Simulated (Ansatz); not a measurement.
Structure relaxation of KNaBi₂O₆

Method: DFT PBE, scalar-relativistic, plane waves, PAW (Ansatz 0.2.0). Cutoff 420 eV, Γ-centred k mesh, Gaussian smearing, no spin polarisation in the final step.

This is the end of a relaxation of cell and atoms.

```xyz
10
Lattice="4.2431 0.0000 0.0000 0.0000 4.2431 0.0000 0.0000 0.0000 8.4854" Properties=species:S:1:pos:R:3 pbc="T T T"
K     2.1215    2.1215    4.2427
Na    2.1215    2.1215    0.0000
Bi    0.0000    0.0000    6.3796
Bi    0.0000    0.0000    2.1058
O     2.1215    0.0000    6.4713
O     2.1215    0.0000    2.0141
O     0.0000    0.0000    4.2427
O     0.0000    0.0000    0.0000
O     0.0000    2.1215    6.4713
O     0.0000    2.1215    2.0141
```

Energies over the elements count from the elements' standard structures at the same level (O₂ as a molecule), with no empirical corrections.

Question: What space group does it have?

Answer: P4/mmm (No. 123). Conventional cell: a = 4.243 Å, c = 8.485 Å. K has 12 O at 3.00–3.08 Å; around Na lie 12 O at 2.93–3.00 Å; around Bi lie 6 O at 2.11–2.14 Å; O on Wyckoff site i (4 atoms of the primitive cell) has 2 Bi at 2.12 Å.

Question: What is its formation energy per atom?

Answer: -1.01 eV/atom.

Question: Is it a metal?

Answer: Yes, bands cross the Fermi level on the 10×10×6 mesh.

The final run used a 10×10×6 mesh on its 10-atom cell and 0.10 eV smearing. The k mesh leaves about 4 meV/atom of noise in metals. Spin–orbit coupling is left out.

Cost: 2 runs of about 5.9 core-minutes in all, on Arm Neoverse V1 (shared hosts).